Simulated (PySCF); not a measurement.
## Molecular orbitals of CCl

B3LYP at R = 1.647 Å; PySCF, no relativity, basis sets C def2-TZVPPD, Cl def2-TZVPPD. State: ²Π (doublet), unpaired electrons π ↑. Only the outer orbitals are listed, counted within each symmetry.

```json
{"spin": "α", "orbital": "5σ", "occ.": "1", "ε (eV)": "-25.41", "on C (%)": "17", "main shells (%)": "79 Cl s, 12 C s"}
{"spin": "α", "orbital": "6σ", "occ.": "1", "ε (eV)": "-16.70", "on C (%)": "44", "main shells (%)": "42 C s, 36 Cl p, 19 Cl s"}
{"spin": "α", "orbital": "2π", "occ.": "1", "ε (eV)": "-11.50", "on C (%)": "21", "main shells (%)": "78 Cl p, 20 C p"}
{"spin": "α", "orbital": "2π", "occ.": "1", "ε (eV)": "-11.25", "on C (%)": "14", "main shells (%)": "85 Cl p, 13 C p"}
{"spin": "α", "orbital": "7σ", "occ.": "1", "ε (eV)": "-9.87", "on C (%)": "75", "main shells (%)": "43 C s, 32 C p, 25 Cl p"}
{"spin": "α", "orbital": "3π", "occ.": "1", "ε (eV)": "-6.16", "on C (%)": "74", "main shells (%)": "74 C p, 20 Cl p"}
{"spin": "α", "orbital": "3π", "occ.": "0", "ε (eV)": "-3.58", "on C (%)": "77", "main shells (%)": "77 C p, 14 Cl p, 9 Cl d"}
{"spin": "α", "orbital": "8σ", "occ.": "0", "ε (eV)": "0.13", "on C (%)": "8", "main shells (%)": "94 Cl p, 16 C p"}
{"spin": "α", "orbital": "9σ", "occ.": "0", "ε (eV)": "0.45", "on C (%)": "91", "main shells (%)": "89 C s, 10 Cl d"}
{"spin": "β", "orbital": "5σ", "occ.": "1", "ε (eV)": "-25.15", "on C (%)": "14", "main shells (%)": "82 Cl s, 10 C s"}
{"spin": "β", "orbital": "6σ", "occ.": "1", "ε (eV)": "-15.91", "on C (%)": "39", "main shells (%)": "43 Cl p, 36 C s, 16 Cl s"}
{"spin": "β", "orbital": "2π", "occ.": "1", "ε (eV)": "-11.19", "on C (%)": "13", "main shells (%)": "87 Cl p, 12 C p"}
{"spin": "β", "orbital": "2π", "occ.": "1", "ε (eV)": "-10.74", "on C (%)": "10", "main shells (%)": "90 Cl p, 9 C p"}
{"spin": "β", "orbital": "7σ", "occ.": "1", "ε (eV)": "-9.23", "on C (%)": "81", "main shells (%)": "50 C s, 30 C p, 20 Cl p"}
{"spin": "β", "orbital": "3π", "occ.": "0", "ε (eV)": "-3.18", "on C (%)": "78", "main shells (%)": "77 C p, 12 Cl p, 10 Cl d"}
{"spin": "β", "orbital": "3π", "occ.": "0", "ε (eV)": "-2.13", "on C (%)": "77", "main shells (%)": "76 C p, 13 Cl d, 10 Cl p"}
{"spin": "β", "orbital": "8σ", "occ.": "0", "ε (eV)": "0.23", "on C (%)": "20", "main shells (%)": "93 Cl p, 12 C p, 8 C s"}
```

Question: Which are the highest filled and the lowest empty level, where do they sit, and how wide is the gap?

Answer: Highest filled α 3π at -6.16 eV (in %: 74 C p, 20 Cl p); lowest empty α 3π at -3.58 eV (in %: 77 C p, 14 Cl p, 9 Cl d); the gap at B3LYP is 2.58 eV. Both belong to one degenerate shell, split only by its one-sided filling, so this is no excitation gap.

```
bond order (Mayer)                              : 1.50
⟨S²⟩                                            : 0.755
charge on C (Mulliken, basis-dependent)         : -0.03
charge on C (Löwdin, basis-dependent)           : -0.49
dipole moment (positive dipole means C(−)Cl(+)) : 1.50 D
polarisability along the bond                   : 36.2 bohr³
polarisability across the bond                  : 22.1 bohr³
```

The state was picked by a PBE0 search and need not be the measured ground state.
